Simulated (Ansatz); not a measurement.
```yaml
crystal:
  periodic: [false, false, false]
  atoms:
    - {symbol: Au, position_ang: [0.000000, 0.000000, 0.000000]}
    - {symbol: F, position_ang: [0.000000, 0.000000, 1.930000]}
basis:
  gaussian: {orbitals: def2-TZVP}
total_charge: 1
magnetization: {spin_polarized: true, initial_magnetization: 1}
hamiltonian: {xc: pbe0}
relax: {f_tol: 0.004, max_steps: 80}
```

```sh
$ ansatz run in.yaml --threads 1 --pin off --events-out ev --progress --plain --max-ram 2176MiB
```

Steps of the relaxation (energy above the last step; positions in Å, forces in eV/Å):

```
2
step 1, 17.0 meV
Au    0.000    0.000    0.000    0.000    0.000    0.751
F     0.000    0.000    1.930    0.000    0.000   -0.751
```

```
2
step 2, 2.2 meV
Au    0.000    0.000    0.014    0.000    0.000    0.292
F     0.000    0.000    1.916    0.000    0.000   -0.292
```

```
2
step 3, 0.0 meV
Au    0.000    0.000    0.022    0.000    0.000   -0.009
F     0.000    0.000    1.908    0.000    0.000    0.009
```

```
2
step 4, 0.0 meV
Au    0.000    0.000    0.021    0.000    0.000    0.000
F     0.000    0.000    1.909    0.000    0.000    0.000
```

Close pairs at the end: Au1–F2 1.887 Å.

A stationary point of unrestricted PBE0 after 4 steps, with ⟨S²⟩ = 0.758 against 0.75 for a pure state. 24 s on 1 thread of Arm Neoverse V1, shared host.
